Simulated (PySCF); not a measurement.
Gas-phase reaction: 2 CS2 + O2 + 2 CO ⇌ 4 COS

Method: PySCF energies (xtb for GFN2) plus ideal-gas RRHO corrections (1 bar). The comparison is the NASA 1993 polynomial table, which mixes measured and estimated data. † marks an energy on the PBE0/def2-TZVP geometry and frequencies; other levels use their own. 6-31G* has spherical d functions here. Open shells (unrestricted): O2 (multiplicity 3); the rest are closed-shell singlets. GFN2 has no spin-polarisation term.

Levels: a) PBE/def2-SVP; b) BLYP/def2-TZVP†; c) PBE0/def2-QZVP†; d) GFN2-xTB; e) HF/6-31G*.

Question: Order the levels by the distance of their ΔH°(298 K) from the table for this reaction, closest first.

Answer: b (-21 kJ), c (-49 kJ), a (-81 kJ), e (+103 kJ), d (-582 kJ)

The table gives -566 kJ. The order holds for this reaction alone, and for the 1993 entries, some of which have been revised since.
